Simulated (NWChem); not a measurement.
trimethylamine (C3H9N); SMILES CN(C)C

Program: NWChem. Pople sets run with spherical d functions. The level has its own optimisation; frequencies are unscaled.

Task: Estimate the computed values for Hartree-Fock/6-31G*. Quantities: r C–N (Å); highest harmonic frequency (cm⁻¹); lowest (cm⁻¹); zero-point energy (kcal/mol); dipole (D).

Result: 
* **r C–N (Å)**: 1.445
* **highest harmonic frequency (cm⁻¹)**: 3281
* **lowest (cm⁻¹)**: 260
* **zero-point energy (kcal/mol)**: 81.2
* **dipole (D)**: 0.74
